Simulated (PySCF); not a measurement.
Identify the compound

An unknown has the formula C5H7F. Its calculated NMR data are:

$^{1}$H NMR (400 MHz, computed): δ 6.86 (m, 1H), 6.17 (m, 1H), 5.68 (m, 1H), 5.39 (m, 1H), 5.28 (m, 1H), 2.73 (m, 2H).

$^{13}$C{$^{1}$H} NMR (computed): δ 158.8, 145.9, 121.4, 117.1, 37.5.

- GFN2-xTB structure
- σ from GIAO-PBE0/pcSseg-1
- program: PySCF 2.14.0 with density-fitted response routines
- non-relativistic, one computed conformer, gas phase, one averaged value for each set of equivalent atoms

Referencing at the same level of theory: $^{1}$H and $^{13}$C against TMS.

Q: Which of these isomers gave the spectra?
A. FC=C1CCC1
B. CC1=C[C@]1(C)F
C. C=CC/C=C/F

A: C. 

- The formula gives 2 degrees of unsaturation (no ring in the answer).
- 5 carbon signals for 5 carbons: no two carbons are equivalent.
- Carbon types of the structure: 3 × CH, 2 × CH2, which accounts for all hydrogens.
- δC 158.8, 145.9, 117.1: alkene CH; as expected for a trigonal carbon in a double bond.
- δC 121.4: terminal =CH2 carbon; an sp2 carbon of a C=C bond.
- δC 37.5: allylic sp3 CH2; a saturated carbon with 2 carbon neighbours and no heteroatom attached.
- δH 6.86, 6.17, 5.68: hydrogen on an alkene CH; olefinic region.
- δH 2.73: hydrogen on an allylic sp3 CH2; allylic position.

The others: CC1=C[C@]1(C)F would give 3 signals for carbon-bound and other non-exchanging H, not 6; FC=C1CCC1 would give 4 signals for carbon-bound and other non-exchanging H, not 6.

Splittings by $^{19}$F in the carbon and heteronuclear signals aren't shown, as no couplings were computed. Shifts are as computed. Against solution values, carbons near 30 ppm lie about +3 ppm off and those near 130 ppm about +5 ppm. Of 1211 compounds with measured shifts, 218 miss one by over three times the rms of a fit or turn the order of signals round; such compounds aren't used in these exercises. No couplings were computed; multiplicities are counted from neighbouring protons, with m where these are inequivalent, close in shift, in a saturated or five-membered ring or joined by F or P, and br s for small geminal =CH2 splittings.
